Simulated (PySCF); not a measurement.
hydrogen fluoride (FH), SMILES F.

Geometry: B3LYP-D3(BJ)/def2-TZVPD.

Two levels are set side by side: TDA-PBE/def2-TZVPD (PySCF) and EOM-CCSD/aug-cc-pVDZ (PySCF). Vertical, same geometry; the bases differ. Differences are taken from unrounded values.

```csv
quantity,TDA-PBE
lowest singlet excitation (eV),9.24
lowest triplet excitation (TDA for PBE) (eV),8.77
```

These are the TDA-PBE values. What does EOM-CCSD give? (Estimate from the structure and the level; the computed values follow.)


```
quantity                                      EOM-CCSD  TDA-PBE minus EOM-CCSD
--------------------------------------------  --------  ----------------------
lowest singlet excitation (eV)                   10.22                   -0.99
lowest triplet excitation (TDA for PBE) (eV)      9.81                   -1.04
```

A lower first singlet is the usual sign of a functional without exact exchange. Differences between two approximate levels are no errors against the true value.

Rough cost on one machine, each run with all the roots and properties that it gave: EOM-CCSD against TDA-PBE about 2 times.
